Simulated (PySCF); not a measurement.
# One shape, several levels: SiH3S (SMILES [SiH2]S)

Aim: a comparison of 5 runs (UHF/3-21G, UHF/def2-SVP, UB2PLYP/3-21G, UBLYP/6-31+G*, UPBE0/def2-SVP) of SiH3S. 

The calculation is run with PySCF 2.14.0.

### 1 The molecule

SiH3S: 5 atoms, total charge 0, spin state doublet. SMILES: `[SiH2]S`. The shape is that of a PBE0-D4/def2-TZVP optimisation. This is one conformer, not always the lowest.

Bond lengths: Si1–S2 2.132 Å, Si1–H3 1.492 Å, Si1–H4 1.488 Å, S2–H5 1.344 Å. Angles: Si1–S2–H5 94.7°, S2–Si1–H3 111.4°, S2–Si1–H4 105.0°, H3–Si1–H4 110.5°.

### 2 Energy and gradient at UHF/3-21G (run 1)

The input, job.py:

```python
from pyscf import gto, scf

mol = gto.M(
    atom='''
Si    -0.096300    -0.694000    -0.309300
S      0.273100     1.406000    -0.294500
H     -0.094500    -1.256800     1.073000
H     -1.440300    -0.843200    -0.929900
H      1.407800     1.314300     0.419300
''',
    verbose=4,
    basis='3-21g',
    charge=0,
    spin=1,
    max_memory=1860,
)

mf = scf.UHF(mol)
mf.conv_tol = 1e-10
mf.kernel()
if not mf.converged:
    mf = mf.newton().run(mf.mo_coeff, mf.mo_occ)

e_tot = mf.e_tot
print('Final energy', e_tot)
grad = mf.nuc_grad_method().kernel()
mf.analyze()
```

Launch:

```bash
$ OMP_NUM_THREADS=1 python job.py
```

Standard output:

```text
PySCF version 2.14.0

[INPUT] num. atoms = 5
[INPUT] num. electrons = 33
[INPUT] charge = 0
[INPUT] spin (= nelec alpha-beta = 2S) = 1
[INPUT] symmetry False subgroup None
[INPUT] Mole.unit = angstrom
[INPUT] Symbol           X                Y                Z      unit          X                Y                Z       unit  Magmom
[INPUT]  1 Si    -0.096300000000  -0.694000000000  -0.309300000000 AA   -0.181980625796  -1.311469930448  -0.584492290328 Bohr   0.0
[INPUT]  2 S      0.273100000000   1.406000000000  -0.294500000000 AA    0.516084204619   2.656954931138  -0.556524343684 Bohr   0.0
[INPUT]  3 H     -0.094500000000  -1.256800000000   1.073000000000 AA   -0.178579118771  -2.375007793353   2.027676131658 Bohr   0.0
[INPUT]  4 H     -1.440300000000  -0.843200000000  -0.929900000000 AA   -2.721772537211  -1.593417068233  -1.757256323233 Bohr   0.0
[INPUT]  5 H      1.407800000000   1.314300000000   0.419300000000 AA    2.660356438163   2.483667045516   0.792362164030 Bohr   0.0

[... 81 lines left out ...]
Final energy -684.6661372618559
[... 13 lines left out ...]
Nuclear Repulsion Energy =              80.927895452404911
[... 1 line left out ...]
Two-electron Energy =                  343.660134724181773
[... 1 line left out ...]
DFT Exchange-Correlation Energy =      -46.377541112639960
[... 4 lines left out ...]
MO #2   energy= -68.3312670245832  | -68.3251435601503  occ= 1 | 1
[... 2 lines left out ...]
MO #32  energy= 1.34275541494819   | 1.34862679467645   occ= 0 | 0
[... 56 lines left out ...]
Dipole moment(X, Y, Z, Debye):  0.92051, -2.02295,  0.53421
```

Wall time 0.76 s (1 thread of Arm Neoverse V2, shared host); peak memory 0.12 GiB.

### 3 Energy and gradient at UHF/def2-SVP (run 2)

The input, job.py:

```python
import pyscf.grad
from pyscf import gto, scf

mol = gto.Mole()
mol.atom = [
    ('Si', (-0.096300, -0.694000, -0.309300)),
    ('S', (0.273100, 1.406000, -0.294500)),
    ('H', (-0.094500, -1.256800, 1.073000)),
    ('H', (-1.440300, -0.843200, -0.929900)),
    ('H', (1.407800, 1.314300, 0.419300)),
]
mol.charge = 0
mol.basis = 'def2-svp'
mol.verbose = 4
mol.max_memory = 1860
mol.spin = 1
mol.build()

mf = scf.UHF(mol)
mf.conv_tol = 1e-10
mf.kernel()
if not mf.converged:
    mf = mf.newton().run(mf.mo_coeff, mf.mo_occ)

e_tot = mf.e_tot
print(f'total energy: {e_tot:.8f} hartree')
grad = mf.Gradients().kernel()
dip = mf.dip_moment()
pop, q = mf.mulliken_pop()
```

Launch:

```bash
$ OMP_NUM_THREADS=1 python job.py
```

Standard output:

```text
PySCF version 2.14.0

[INPUT] num. atoms = 5
[INPUT] num. electrons = 33
[INPUT] charge = 0
[INPUT] spin (= nelec alpha-beta = 2S) = 1
[INPUT] symmetry False subgroup None
[INPUT] Mole.unit = angstrom
[INPUT] Symbol           X                Y                Z      unit          X                Y                Z       unit  Magmom
[INPUT]  1 Si    -0.096300000000  -0.694000000000  -0.309300000000 AA   -0.181980625796  -1.311469930448  -0.584492290328 Bohr   0.0
[INPUT]  2 S      0.273100000000   1.406000000000  -0.294500000000 AA    0.516084204619   2.656954931138  -0.556524343684 Bohr   0.0
[INPUT]  3 H     -0.094500000000  -1.256800000000   1.073000000000 AA   -0.178579118771  -2.375007793353   2.027676131658 Bohr   0.0
[INPUT]  4 H     -1.440300000000  -0.843200000000  -0.929900000000 AA   -2.721772537211  -1.593417068233  -1.757256323233 Bohr   0.0
[INPUT]  5 H      1.407800000000   1.314300000000   0.419300000000 AA    2.660356438163   2.483667045516   0.792362164030 Bohr   0.0

[... 76 lines left out ...]
converged SCF energy = -687.974736354104  <S^2> = 0.75463515  2S+1 = 2.0046298
total energy: -687.97473635 hartree
[... 1 line left out ...]
******** <class 'pyscf.grad.uhf.Gradients'> for <class 'pyscf.scf.uhf.UHF'> ********
unit = Eh/Bohr
--------------- UHF gradients ---------------
         x                y                z
0 Si     0.0069412455     0.0065304539    -0.0018491589
1 S    -0.0066594944    -0.0050590659    -0.0032547568
2 H    -0.0002196007    -0.0004663887     0.0032428411
3 H    -0.0029512982     0.0014877871    -0.0006782906
4 H     0.0028891478    -0.0024927864     0.0025393651
----------------------------------------------
Dipole moment(X, Y, Z, Debye):  0.79026, -0.99326,  0.42206
 ** Mulliken pop       alpha | beta **
pop of  0 Si 1s        0.99976 | 0.99972
pop of  0 Si 2s        0.99608 | 0.99501
pop of  0 Si 3s        0.54868 | 0.44690
[... 48 lines of this table left out ...]
In total            17.00000 | 16.00000
 ** Mulliken atomic charges   ( Nelec_alpha | Nelec_beta ) **
charge of  0Si =      0.45110  (     7.22056      6.32834 )
charge of  1S =     -0.29813  (     8.18494      8.11319 )
charge of  2H =     -0.12186  (     0.57926      0.54260 )
charge of  3H =     -0.11340  (     0.55762      0.55578 )
charge of  4H =      0.08229  (     0.45762      0.46009 )
```

Wall time 1.2 s (1 thread of Arm Neoverse V2, shared host); peak memory 0.12 GiB.

Runs 3 to 4 aren't shown in full; the table further down has their settings and results.

### 4 Energy and forces at UPBE0/def2-SVP (run 5)

The input, calc.py:

```python
from pyscf import gto, dft

mol = gto.M(
    atom='''
Si    -0.096300    -0.694000    -0.309300
S      0.273100     1.406000    -0.294500
H     -0.094500    -1.256800     1.073000
H     -1.440300    -0.843200    -0.929900
H      1.407800     1.314300     0.419300
''',
    basis='def2-svp',
    spin=1,
    charge=0,
    verbose=4,
    max_memory=1860,
)

ks = dft.UKS(mol)
ks.xc = 'pbe0'
ks.conv_tol = 1e-10
ks.grids.level = 5
ks.kernel()
if not ks.converged:
    ks = ks.newton().run(ks.mo_coeff, ks.mo_occ)

e_final = ks.e_tot
print('E(%s) = %.9f' % ('PBE0', e_final))
grad = ks.nuc_grad_method().kernel()
dip = ks.dip_moment()
pop, q = ks.mulliken_pop()
```

Launch:

```bash
$ OMP_NUM_THREADS=1 python calc.py
```

Standard output:

```text
PySCF version 2.14.0

[INPUT] num. atoms = 5
[INPUT] num. electrons = 33
[INPUT] charge = 0
[INPUT] spin (= nelec alpha-beta = 2S) = 1
[INPUT] symmetry False subgroup None
[INPUT] Mole.unit = angstrom
[INPUT] Symbol           X                Y                Z      unit          X                Y                Z       unit  Magmom
[INPUT]  1 Si    -0.096300000000  -0.694000000000  -0.309300000000 AA   -0.181980625796  -1.311469930448  -0.584492290328 Bohr   0.0
[INPUT]  2 S      0.273100000000   1.406000000000  -0.294500000000 AA    0.516084204619   2.656954931138  -0.556524343684 Bohr   0.0
[INPUT]  3 H     -0.094500000000  -1.256800000000   1.073000000000 AA   -0.178579118771  -2.375007793353   2.027676131658 Bohr   0.0
[INPUT]  4 H     -1.440300000000  -0.843200000000  -0.929900000000 AA   -2.721772537211  -1.593417068233  -1.757256323233 Bohr   0.0
[INPUT]  5 H      1.407800000000   1.314300000000   0.419300000000 AA    2.660356438163   2.483667045516   0.792362164030 Bohr   0.0

[... 40 lines left out ...]
WARN: HOMO -0.16840536072337 >= LUMO -0.168405360723371
[... 46 lines left out ...]
converged SCF energy = -688.976299312752  <S^2> = 0.75221609  2S+1 = 2.0022149
[... 2 lines left out ...]
******** <class 'pyscf.grad.uks.Gradients'> for <class 'pyscf.dft.uks.UKS'> ********
unit = Eh/Bohr
grid_response = False
--------------- UKS gradients ---------------
         x                y                z
0 Si    -0.0012467740     0.0022429892     0.0013329919
1 S     0.0024888301    -0.0040472525     0.0021383588
2 H     0.0000549845     0.0014198385    -0.0025106221
3 H     0.0023035483     0.0005139007     0.0011518659
4 H    -0.0036008828    -0.0001297797    -0.0021126986
----------------------------------------------
Dipole moment(X, Y, Z, Debye):  0.69795, -0.56007,  0.55924
 ** Mulliken pop       alpha | beta **
pop of  0 Si 1s        0.99972 | 0.99969
pop of  0 Si 2s        0.99285 | 0.99159
pop of  0 Si 3s        0.59232 | 0.50747
[... 48 lines of this table left out ...]
In total            17.00000 | 16.00000
 ** Mulliken atomic charges   ( Nelec_alpha | Nelec_beta ) **
charge of  0Si =      0.21163  (     7.30552      6.48285 )
charge of  1S =     -0.23087  (     8.17780      8.05307 )
charge of  2H =     -0.04700  (     0.54597      0.50103 )
charge of  3H =     -0.03903  (     0.52446      0.51457 )
charge of  4H =      0.10527  (     0.44625      0.44848 )
```

Wall time 11 s (1 thread of Arm Neoverse V2, shared host); peak memory 0.54 GiB.

### 5 All runs side by side

```tsv
run	level	task	frozen core orbitals	energy (Eh)	dipole moment (D)	HOMO energy (eV)	LUMO energy (eV)	wall time
1	UHF/3-21G	gradient	–	-684.666137	2.29	-8.92	0.66	0.76 s
2	UHF/def2-SVP	gradient	–	-687.974736	1.34	-8.75	1.21	1.2 s
3	UB2PLYP/3-21G	energy	10	-685.608599	1.87	-7.08	-1.67	5.4 s
4	UBLYP/6-31+G* (spherical functions)	gradient	–	-689.401489	1.08	-4.76	-3.54	11 s
5	UPBE0/def2-SVP	gradient	–	-688.976299	1.06	-5.97	-2.51	11 s
```

### 6 Outcome

| quantity | value |
| --- | --- |
| run 5: total energy | -688.97630 Eh |
| run 5: dipole moment | 1.06 D |
| run 5: HOMO energy (highest over α and β) | -5.97 eV |
| run 5: LUMO energy (lowest over α and β) | -2.51 eV |
| run 5: ⟨S²⟩ | 0.752 |
| run 5: largest force on an atom | 0.268 eV/Å |

What this shows: The dipole moment (its size) runs from 1.06 D (UPBE0/def2-SVP) to 2.29 D (UHF/3-21G). The two ends differ in method and basis. Totals of different functionals can't be ranked against each other. All runs together took 29 s, the longest 11 s.
